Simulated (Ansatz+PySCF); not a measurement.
Results of a calculation; reference values are marked as such.
## Several solutions for singlet HF₂(-)

```
atom   x (Å)   y (Å)    z (Å)
   F  0.0000  0.0000  -1.1439
   H  0.0000  0.0000   0.0000
   F  0.0000  0.0000   1.1439
```

Basis set: def2-SVP (spherical functions). Charge -1, multiplicity 1.

CASSCF(2,2) was run from several starts with Ansatz (development build ahead of 0.2.0) and PySCF 2.14.0. The starts are those of the Hartree–Fock orbitals from which the active space was taken at the frontier.

```json
{"run": "A", "program": "PySCF", "start": "program defaults", "converged": "yes", "energy (hartree)": "-199.31359", "<S²>": "0.00"}
{"run": "B", "program": "Ansatz", "start": "stability test followed", "converged": "yes", "energy (hartree)": "-199.31861", "<S²>": "0.00"}
{"run": "C", "program": "Ansatz", "start": "atomic start, no search", "converged": "yes", "energy (hartree)": "-199.31861", "<S²>": "0.00"}
{"run": "D", "program": "Ansatz", "start": "search for the lowest state", "converged": "yes", "energy (hartree)": "-199.31861", "<S²>": "0.00"}
```

(1) Which runs reached the lowest solution of this kind, and what is wrong with the others?

Answers

(1) B, C, D reached the lowest solution found. Converged but too high: A by 0.14 eV. Convergence only shows a stationary point; in CASSCF the end hangs on which orbitals enter the active space. Caution: no diffuse functions for an anion. Caution: other starts end on other solutions of this active space.
